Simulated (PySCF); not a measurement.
Molecule: `InChI=1S/BH6P/c1-2/h1-2H3`.

Bonds (- single, = double, # triple, : aromatic): B1-P2. B1 carries H3, H4, H5; P2 carries H6, H7, H8. Formal charges: B1 -1, P2 +1.

Frames of a GFN2-xTB Langevin trajectory at 300 K; GIAO PBE0/pcSseg-1 shieldings in PySCF, gas phase, non-relativistic; equivalent atoms averaged within each frame.

Chemical shifts δ = σref − σ; ¹¹B (σ = 100.07 ppm) vs BF3·OEt2; ³¹P (σ = 318.38 ppm) against H3PO4; TMS for ¹H (σ = 31.72 ppm), all at this level. The references are static minima.

Question: How do the shifts (ppm) fluctuate along the trajectory?

Answer: 
```
         time (fs)     B1      P2  H6/H7/H8  H3/H4/H5
optimised geometry  -56.9  -169.9      3.70      0.85
               250  -50.7  -191.0      3.42      1.08
               425  -56.4  -182.3      3.68      0.53
               625  -50.7  -163.6      3.99      1.09
               800  -58.2  -216.9      2.78      1.12
              1000  -47.0  -163.2      4.09      1.90
    mean of frames  -52.6  -183.4      3.59      1.14
standard deviation    4.6    22.3      0.52      0.49
```

5 frames give an uncertainty of the mean of about the standard deviation over 2.2 at best, since frames this close in time may not be independent; classical motion lacks zero-point vibration, and the reference would need the same averaging.
